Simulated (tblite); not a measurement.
Compound: 1,1-difluoro-2-methylpropane, C4H8F2.
Bonds: C1–C2, C2–C3, C2–C4, C4–F5, C4–F6. Hydrogens: H7, H8, H9 on C1; H10 on C2; H11, H12, H13 on C3; H14 on C4.

Computed with GFN2-xTB (tblite), gas phase: nudged elastic band of 9 images (0 to 8), spring 0.2 eV/Å², climbing image at the end, force threshold 0.05 eV/Å. The top image wasn't refined or checked by frequencies; at this threshold it can lie a kcal/mol or more above the true saddle point of the method.

The band describes a rotation about C2–C4 (sp3 CH carbon, CHF2 carbon), followed by the dihedral C3–C2–C4–F6, from the optimised start (-175°) to a second optimised geometry at -60°.

Question: How does the energy change from image to image?

Answer: 
```tsv
image	dihedral (°)	E (eV)	C2–C4 (Å)	C3···F6 (Å)	largest true force (eV/Å)
0	-175	0.000	1.528	3.70	0.01
1	-160	0.020	1.530	3.67	0.05
2	-145	0.060	1.535	3.62	0.06
3	-130	0.093	1.539	3.53	0.05
4	-116	0.100	1.540	3.42	0.05
5	-101	0.077	1.537	3.29	0.06
6	-86	0.034	1.532	3.13	0.07
7	-72	-0.007	1.528	2.99	0.05
8	-60	-0.023	1.526	2.87	0.01
```

Barriers of this band. The top is image 4 at -116°: 0.100 eV forward and 0.123 eV back; the end lies 0.023 eV below the start. The central bond is 0.012 Å longer at the top than at the start.

Question: What rate follows at 200 K for crossing this barrier forward?

Answer: Taking the electronic barrier for the free energy of activation (no zero-point or entropy terms, transmission 1), rate = (kT/h)·exp(−ΔE/kT) ≈ 1 × 10^10 s⁻¹, whose inverse is 8 × 10^-11 s. An error of 1 kcal/mol in the barrier changes this by a factor of 12, and the method and the loose band can each miss by that much or more.

Question: How would the two end points share their population at 200 K, from these energies alone?

Answer: exp(−ΔE/kT) with ΔE = 0.023 eV gives 0.26 for the higher one (start) against 1 for the lower, without vibrational, rotational or degeneracy terms. GFN2-xTB can put conformers this close in the wrong order.

Question: How long is the path, and how are the images spaced?

Answer: Cartesian distances between aligned neighbours (all atoms, Å): 0.49, 0.49, 0.49, 0.48, 0.49, 0.49, 0.48, 0.42; the sum is 3.83 Å, and the top lies 51 % of the way along.

What follows is the cost of the whole band run. On one thread, Arm Neoverse V2 (aarch64), shared host, this took 1.1 s and 0.19 GiB of memory at its peak.
